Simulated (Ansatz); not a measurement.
# CH₂F₂ (singlet): wave-function methods side by side, 6-31G

An exercise on one series of results from a longer session: the logs are not shown, and one member is left open.

Method: 6-31G, core rule «outside noble gas», up to 3 orbitals frozen; program: Ansatz 0.2.0, Gaussian basis.

To be run: UHF; CCSD(T) on RHF; BCCD(T) on RHF; CISD; CCSDT(Q) on RHF; CISDTQ; CCSDTQ on RHF; CASSCF and MRCISD+Q, 16 electrons in 12 orbitals; CASSCF and NEVPT2, 16 electrons in 12 orbitals.

22 further runs of the same task are left out: 4 for a known fault of the program, 1 that didn't finish, 17 set aside as unsound or not needed.

## What is computed

The geometry is an MP2(full)/6-31G* stationary point (not a proven minimum).

5 atoms, charge 0, spin multiplicity 1.

Atoms are counted from 1 here; the program's logs count them from 0.

Bond lengths: C1–F2 1.364 Å, C1–F3 1.364 Å, C1–H4 1.091 Å, C1–H5 1.091 Å. Angles: F2–C1–F3 108.9°, F2–C1–H4 108.8°, F2–C1–H5 108.8°, F3–C1–H4 108.8°, F3–C1–H5 108.8°, H4–C1–H5 112.8°.

Geometry (Å):

```xyz
5
charge 0, multiplicity 1
C     0.0000    0.0000    0.5562
F     0.0000    1.1097   -0.2373
F     0.0000   -1.1097   -0.2373
H    -0.9084    0.0000    1.1600
H     0.9084    0.0000    1.1600
```

The first run:

in.yaml reads:

```yaml
crystal:
  periodic: [false, false, false]
  atoms:
    - {symbol: C, position_ang: [0.000000, 0.000000, 0.556162]}
    - {symbol: F, position_ang: [0.000000, 1.109716, -0.237342]}
    - {symbol: F, position_ang: [0.000000, -1.109716, -0.237342]}
    - {symbol: H, position_ang: [-0.908369, 0.000000, 1.159958]}
    - {symbol: H, position_ang: [0.908369, 0.000000, 1.159958]}
basis:
  gaussian: {orbitals: 6-31G}
magnetization: {spin_polarized: true, initial_magnetization: 0}
hamiltonian: {xc: hf}
output: {orbitals: {seedname: orbitals}}
```

Started as:

```sh
$ ansatz run in.yaml --threads 1 --pin off --events-out ev --progress --plain --max-ram 4160MiB --backend cpu
```

Steps of the session up to this table: UHF; CCSD(T) on RHF; BCCD(T) on RHF; CISD; CCSDT(Q) on RHF; CISDTQ; CCSDTQ on RHF; CASSCF and MRCISD+Q, 16 electrons in 12 orbitals; CASSCF and NEVPT2, 16 electrons in 12 orbitals.

One of the session's tables, all rows but one given; the rest of the session is left out.

It belongs to the step «Misses and costs». 

```
          method  from RCCSDTQ (meV)
             RHF             +9499.4
            RMP2              +498.5
            CISD              +941.2
           RCCSD              +182.7
        RCCSD(T)               +33.7
         BCCD(T)               +29.6
          RCCSDT                   ?
          CISDTQ               +61.6
       RCCSDT(Q)                -2.0
         RCCSDTQ                   0
  CASSCF valence             +6468.8
  NEVPT2 valence              +526.9
  MRCISD valence              +440.3
MRCISD+Q valence              +111.9
```

Estimate the missing values for RCCSDT.

As computed: from RCCSDTQ (meV): +20.6. In the column «from RCCSDTQ (meV)» it lies between RCCSDTQ (0) and BCCD(T) (+29.6).
